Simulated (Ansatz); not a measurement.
## One reagent, a row of partners

Hydrogen abstraction: SiH₄O ([OH][SiH3]) meets different reagents, and the same bond of it breaks. Each row is one chosen step, not always the lowest open to these reactants.

Gas-phase electronic energies, without zero-point energy, by CCSD(T) at an estimated basis limit (MP2 extrapolated from triple and quadruple zeta, plus CCSD(T) − MP2 in triple zeta); Ansatz 0.2.0, def2-TZVPP and QZVPP, frozen cores, open shells unrestricted and without spin–orbit coupling, on PBE0-D4/def2-TZVP structures. Extrapolation: Hartree–Fock as exp(−7.88 √X), correlation as X^−2.97. All energies, in kJ/mol, count from the separated reactants, without counterpoise correction; the start and end structures are the complexes reached by relaxing down from the saddle, and deeper ones may exist. Brackets give SMILES, or, where every atom is bracketed, only which atoms are joined. Steps whose reference was doubtful or whose search ended elsewhere are left out.

| reactants | products | broken | formed | start structure | saddle | end structure | saddle by PBE-D4/TZ |
| --- | --- | --- | --- | --- | --- | --- | --- |
| SiH₄O ([OH][SiH3]) + CH₃ | SiH₃O ([OH][SiH2]) + CH₄ | H–Si | C–H | -4.6 | 41.1 | -67.0 | 5.7 |
| SiH₄O ([OH][SiH3]) + HS | SiH₃O ([OH][SiH2]) + H₂S | H–Si | H–S | -5.0 | ? | -8.3 | -30.5 |
| SiH₄O ([OH][SiH3]) + SiH₃ | SiH₃O ([OH][SiH2]) + SiH₄ | H–Si | H–Si | -6.0 | 50.2 | -2.4 | 10.6 |

**Question.** What is the height of the saddle for SiH₄O ([OH][SiH3]) + HS? (Judge from chemistry; the value comes from the calculation.)

**Answer.** By the calculation: 20.3 kJ/mol relative to the separated reactants, the lowest of the series; above its start structure the barrier is 20.3 − (-5.0) ≈ 25.2 kJ/mol.

**Question.** How do the PBE-D4 saddles lie against the coupled-cluster estimate?

**Answer.** All lower, by 35.4 to 50.8 kJ/mol.

Radical steps of this kind take place in plasma deposition and etching.

The T1 diagnostic stays at or below 0.016. ⟨S²⟩ of the unrestricted Hartree–Fock references: 0.75 to 0.79 (a pure state has 0.75).

For scale, one of the runs: CCSD(T)/def2-TZVPP, 213 basis functions, launched by `ansatz run in.yaml --threads 4 --pin off --events-out ev --progress --plain --max-ram 9574MiB`. Hardware: 4 CPU threads of an Arm Neoverse V1, shared host. Wall time 2.8 min; peak host memory 7.3 GiB.
